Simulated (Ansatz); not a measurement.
The end point of a relaxation of Cu. Space group Fm-3m (No. 225), fcc (Cu type). These are PBE (plane waves to 420 eV, PAW, scalar-relativistic; Ansatz, an electronic-structure program) values and carry that method's errors.

```cif
data_Cu4
_chemical_formula_sum 'Cu4'
_space_group_name_H-M_alt 'Fm-3m'
_space_group_IT_number 225
_space_group_name_Hall '-F 4 2 3'
_cell_length_a 3.62981
_cell_length_b 3.62981
_cell_length_c 3.62981
_cell_angle_alpha 90.000
_cell_angle_beta 90.000
_cell_angle_gamma 90.000
loop_
_atom_site_label
_atom_site_type_symbol
_atom_site_symmetry_multiplicity
_atom_site_Wyckoff_symbol
_atom_site_fract_x
_atom_site_fract_y
_atom_site_fract_z
_atom_site_occupancy
Cu1 Cu 4 b 0.50000 0.50000 0.50000 1
```
(The calculation used a cell of 1 atom; values per cell refer to that cell.)

| Property | Result |
|---|---|
| Volume per atom | 11.96 Å³ |
| Band gap | zero (metallic) |
| Shortest distances | Cu–Cu 2.57 Å |
| k-mesh | 22×22×22 |

No spin polarisation in the result.

Measured for Cu: a 3.595 Å (static lattice; corrected from measurement; as listed in Gábor I. Csonka et al., Physical Review B (2009)). Computed minus measured — a: PBE +1.0 %. The computed values are for a static lattice.

The run could not lose the symmetry of its start.
